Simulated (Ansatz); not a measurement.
# AlPH2 (quintet): the correlation ladder, def2-QZVPP

The task here is to estimate one member of a computed series from the others.

Method: def2-QZVPP, core rule «outside noble gas», up to 10 orbitals frozen; program: Ansatz 0.2.0, Gaussian basis.

The runs, in order: UHF; ROHF; CCSD(T) on UHF.

2 further runs of the same task are left out: 2 set aside as unsound or not needed.

## What is computed

The geometry is a PBE0/def2-TZVP stationary point (not a proven minimum) of the parent state, kept for this charge and spin.

4 atoms, charge 0, spin multiplicity 5.

Atoms are counted from 1 here; the program's logs count them from 0.

Bond lengths: Al1–P2 2.334 Å, Al1–H3 1.588 Å, Al1–H4 1.588 Å. Angles: P2–Al1–H3 119.7°, P2–Al1–H4 119.7°, H3–Al1–H4 120.5°.

The first run:

Contents of in.yaml:

```yaml
crystal:
  periodic: [false, false, false]
  atoms:
    - {symbol: Al, position_ang: [0.000000, 0.000000, 1.179176]}
    - {symbol: P, position_ang: [0.000000, 0.000000, -1.155185]}
    - {symbol: H, position_ang: [0.000000, 1.378539, 1.966597]}
    - {symbol: H, position_ang: [0.000000, -1.378539, 1.966597]}
basis:
  gaussian: {orbitals: "def2-QZVPP.json"}
magnetization: {spin_polarized: true, initial_magnetization: 4}
hamiltonian: {xc: hf}
output: {orbitals: {seedname: orbitals}}
```

Command:

```console
> ansatz run in.yaml --threads 1 --pin off --events-out ev --progress --plain --max-ram 2393MiB
```

Steps of the session up to this table: UHF; ROHF; CCSD(T) on UHF.

One table of the session follows, with a row left open; its other results are not shown here.

It belongs to the step «Misses and costs». 

| method | from UCCSD(T) (kJ/mol) |
| --- | --- |
| ROHF | +595.4 |
| UHF | +588.4 |
| UMP2 | ? |
| UCCSD | +25.2 |
| UCCSD(T) | 0 |

Estimate the missing values for UMP2.

As computed: from UCCSD(T) (kJ/mol): +116.1. In the column «from UCCSD(T) (kJ/mol)» it lies between UCCSD (+25.2) and UHF (+588.4).
